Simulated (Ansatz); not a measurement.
A calculation with Ansatz (development build ahead of 0.2.0).

```yaml
crystal:
  periodic: [false, false, false]
  atoms:
    - { symbol: C, position_ang: [0.0, 0.0, 0.0] }
    - { symbol: "N", position_ang: [0.0, 0.0, 1.11435] }
basis:
  gaussian: { orbitals: def2-SVP }
total_charge: 1
magnetization:
  spin_polarized: true
hamiltonian:
  xc: hf
correlation:
  method: mp2
  frozen_orbitals: { C: 1, "N": 1 }
```

The input is written out in the form of the current development build from the run's settings.

Results

* Converged: yes
* Reference energy: -91.66498 hartree
* Correlation energy: -0.16802 hartree
* Total energy: -91.83300 hartree
* Spin squared of the determinant: 1.443
* Stability test: minimum
* Occupied orbitals by symmetry in an Abelian subgroup (alpha; beta): 4 A1 1 B1 1 B2; 4 A1 1 B1 1 B2

Messages of the program:
```
mean field -2494.33106001 eV, -91.6649757371 hartree, gradient 9.9e-7 eV, S^2 1.442773; 10 other ends of a descent, 0 dependent functions left out
```

Caution: the unrestricted determinant is a mixture of spin states; a plain start can end on a higher determinant; another reference gives a lower total.
